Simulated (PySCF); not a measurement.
# BeH4O: the cost of one run

Computed with PySCF 2.14.0; each step states its level. No surroundings beyond the atoms listed, unless a continuum is named. Atoms count from 0, parts from 1.

## (1) Starting point

6 atoms, charge 0, multiplicity 1; geometry: GFN2-xTB. Parts: 1 = atoms 0–2, `[BeH2]`, charge 0; 2 = atoms 3–5, `O`, charge 0.

## (2) Geometry optimisation at PBE0-D3(BJ)/def2-TZVPD

What the job is given:

```
{"job": {"xc": "PBE0", "basis": "def2-TZVPD", "d3": "d3bj", "grid": 3, "kind": "geom", "shake": 0.01}, "charge": 0, "multiplicity": 1, "parts": [{"atoms": "0-2", "charge": 0, "multiplicity": 1}, {"atoms": "3-5", "charge": 0, "multiplicity": 1}]}
Be     0.326183     0.092895    -0.123263
H      0.919559    -0.720030     0.666879
H     -0.890737     0.684829    -0.217319
O      1.328205     0.590782    -1.406736
H      2.193416     0.282424    -1.537698
H      1.025964     1.202050    -2.096383
```

Launch:

```bash
> OMP_NUM_THREADS=1 python cluster_run.py task.json out
```

The driver reads the jobs from task.json and runs them one after another.

Q: Estimate the wall time and peak memory of this first job on 1 thread of Arm Neoverse V2, shared host.

About 12 s, with a peak of 0.48 GiB.
